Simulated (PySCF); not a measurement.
**Partial charges of CF2**

CF2 (singlet state).
Numbering: `[F:1][C:2][F:3]`

Cartesian coordinates in Å at the GFN2-xTB level; atoms count from 1:
```xyz
3
CF2 angstrom
F     -1.0311   -0.2694   -0.0024
C      0.0008    0.5240   -0.0115
F      1.0418   -0.2572    0.0013
```

Density: PBE0/pcSseg-1 (PySCF); schemes: Mulliken, IAO, Hirshfeld and ESP-fitted. Isolated species at its GFN2-xTB geometry, gas phase.

At which atom do the 4 schemes differ most?

At C2: from -0.140 (ESP-fitted) to +0.369 e (IAO), 0.509 e apart.

Do the Mulliken, IAO, Hirshfeld and ESP-fitted schemes agree on where the charge is lowest?

The schemes don't all agree: Mulliken F1 and F3 (-0.173); IAO F1 and F3 (-0.184); Hirshfeld F1 and F3 (-0.046); ESP-fitted C2 (-0.140).

Do the Mulliken, IAO, Hirshfeld and ESP-fitted schemes agree on where the charge is highest?

The schemes don't all agree: Mulliken C2 (+0.347); IAO C2 (+0.369); Hirshfeld C2 (+0.093); ESP-fitted F1 and F3 (+0.070).

What partial charge does each atom carry?

In e:

```json
{"atom": "F1", "environment": "fluorine bonded to C", "Mulliken": "-0.173", "IAO": "-0.184", "Hirshfeld": "-0.046", "ESP-fitted": "+0.070"}
{"atom": "C2", "environment": "carbon bonded to 2 F", "Mulliken": "+0.347", "IAO": "+0.369", "Hirshfeld": "+0.093", "ESP-fitted": "-0.140"}
{"atom": "F3", "environment": "fluorine bonded to C", "Mulliken": "-0.173", "IAO": "-0.184", "Hirshfeld": "-0.046", "ESP-fitted": "+0.070"}
```

Mean size of the charges over all atoms: IAO 0.246 e, Mulliken 0.231 e, ESP-fitted 0.094 e, Hirshfeld 0.062 e. Each set sums to the total charge, 0, to within 0.001 e. The Hirshfeld scheme weights the molecular density at each point by an atom's share of the summed free-atom densities.

How many electrons does the Hirshfeld scheme count on C2?

Z − q = 6 − (+0.093) = 5.907.

Sum the charges by element, for elements with more than one atom.

```tsv
element	atoms	Mulliken	IAO	Hirshfeld	ESP-fitted
F	2	-0.347	-0.369	-0.093	+0.140
```
